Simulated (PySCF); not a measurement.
Gas-phase reaction: BF(OH)2 + B + 3 F → 2 BF2OH

Method: PySCF energies (xtb for GFN2) plus ideal-gas RRHO corrections (1 bar). † marks an energy on the PBE0/def2-TZVP geometry and frequencies; other levels use their own. Open shells (unrestricted): B (multiplicity 2, electronic degeneracy 6), F (multiplicity 2, electronic degeneracy 6); the rest are closed-shell singlets. GFN2 has no spin-polarisation term. Spin-orbit splitting is ignored; it lowers the true energy and changes the entropy of B, F. B3LYP is the form with VWN-RPA correlation. BF(OH)2, BF2OH: computed as isolated molecules; such fragments, hydroxides, amides, oligomers or adducts are transient or little studied in the gas. The harmonic model lacks anharmonicity and excited electronic states, which grow with temperature; levels with a mode under 35 cm⁻¹ are left out. Internal rotation in BF(OH)2, BF2OH is treated as a harmonic vibration of one conformer, which makes the entropy rough.

| level | ΔE electronic, kJ | ΔH°(298 K), kJ | ΔS°(298 K), J/K | ΔG°(1800 K), kJ |
|---|---|---|---|---|
| B3LYP/def2-TZVP† | -1947 | -1927 | -366 | -1238 |
| GFN2-xTB | -2022 | -2005 | -363 | -1324 |
| HF/def2-TZVP† | -1517 | -1497 | -366 | -808 |
| M06-2X/def2-TZVP† | -1990 | -1971 | -366 | -1281 |
| PBE0/def2-SVP† | -1993 | -1973 | -366 | -1283 |
ΔH° is lowest at GFN2-xTB and highest at HF/def2-TZVP†. No reference value is set beside these.
